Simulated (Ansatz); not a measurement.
1T (CdI2-type) ZrSe₂, treated with LDA (plane waves, PAW; Ansatz, a first-principles code).

Numerical settings: plane-wave cutoff 520 eV, 12×12×6 k mesh (along the axes of the cell as run), Fermi–Dirac smearing 0.01 eV, scalar-relativistic PAW data made under PBE.

Computed at the level's own relaxed cell.

### Question
What does this level give for the volume per atom, bulk modulus B0, lattice parameter a and lattice parameter c?

### Answer

* **volume per atom**: 23.43 Å³/atom
* **bulk modulus B0**: 33.0 GPa
* **lattice parameter a**: 3.694 Å
* **lattice parameter c**: 5.948 Å

The run finds no gap.

Measured, for comparison: lattice constant a 3.77 Å (temperature not stated, not corrected to a static lattice; as tabulated in Björkman (2014), arXiv:1406.2436); lattice parameter c 6.122 Å (temperature not stated, zero-point anharmonic expansion removed (computed with revB86b-DF2); no thermal correction; as tabulated in Björkman (2014), arXiv:1406.2436). Computed (rounded) less measured: lattice constant a -2.0 %, lattice parameter c -2.8 %.

Note: the gap of the solid is closed in this run; this level leaves the solid without a gap, although one is measured; the bulk modulus comes from volumes at which shape and atoms were relaxed.

Computing time: very roughly 5 core-minutes.
